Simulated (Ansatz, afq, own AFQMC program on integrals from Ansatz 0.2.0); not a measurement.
AlNH2, singlet → AlNH2, triplet, worked out

```json
{"atom": "Al", "x (Å)": "0.0000", "y (Å)": "0.0000", "z (Å)": "0.6968"}
{"atom": "N", "x (Å)": "0.0000", "y (Å)": "0.0000", "z (Å)": "-1.0992"}
{"atom": "H", "x (Å)": "0.0000", "y (Å)": "0.8223", "z (Å)": "-1.6887"}
{"atom": "H", "x (Å)": "0.0000", "y (Å)": "-0.8223", "z (Å)": "-1.6887"}
```

Connectivity, by distances: Al–NH2.

Both states at this geometry.

Basis aug-cc-pVDZ. Noble-gas cores (and the filled d shells of Ga–Kr and In–Xe) are frozen. Integrals, coupled cluster, full CI and functionals: Ansatz 0.2.0; the random walks run on the same integrals in our own AFQMC program. ph-AFQMC/CISD is guided by a CISD state made of CCSD amplitudes; releasing the constraint for a short imaginary time cuts its bias at the price of noise, slowly where states lie close. ± is one standard error of the sampling.

Total energies in eV. CBS is CCSD(T) at the limit of def2-TZVPP/QZVPP (extrapolated itself); the highest rung of each member is named.

Cautions: AlNH₂ (triplet): another spin lies lower, the released energies are still falling, so no released level is given (meV from the phaseless value at times in 1/Eh: -5 ± 5 at 0.24, -6 ± 4 at 0.51, -6 ± 4 at 0.99, -9 ± 5 at 1.62, -21 ± 4 at 2.40); core correlation is missing, and it shifts such a gap most where an s electron is promoted.

| member | count | CCSD(T)/aug-cc-pVDZ | highest rung in aug-cc-pVDZ | which | CCSD(T)/CBS |
| --- | --- | --- | --- | --- | --- |
| AlNH₂, triplet | +1 | -8101.6277 | -8101.6613 | CCSDT(Q) | -8104.3714 |
| AlNH₂, singlet | -1 | -8104.1302 | -8104.1631 | CCSDT(Q) | -8106.9186 |

**Question.** Work out the best estimate of the vertical spin gap: the CCSD(T)/CBS difference plus the step from CCSD(T) to the highest rung.

**Answer.** Sums with the counts: CCSD(T)/CBS 2.5472 eV, highest rung 2.5018 eV, CCSD(T)/aug-cc-pVDZ 2.5025 eV. The step is 2.5018 − 2.5025 = -0.0007 eV, so the best estimate is 2.5472 + (-0.0007) = 2.5465 eV = 245.7 kJ/mol. The basis set is worth 0.045 eV of it. Zero-point, core-correlation and spin–orbit terms aren't in it. Past Ne the Hartree–Fock part of each CBS total tends to overshoot, since the cores don't follow the formula; that largely cancels in the difference.

Best estimates are given only where the step beyond CCSD(T) is under 0.3 eV and no member's determinant is very poor (T1 over 0.05, or 0.07 for open shells, ⟨S²⟩ too high by 0.3, two states mixed), so the hardest cases are missing from such tables.

CCSDT and higher add their correlation energy to the determinant of the CCSD(T) run, since their own runs factorise the integrals more tightly (a shift of under 2 meV). Each member of a difference takes its own highest rung, so a best estimate needn't equal the limit plus the step of one row.
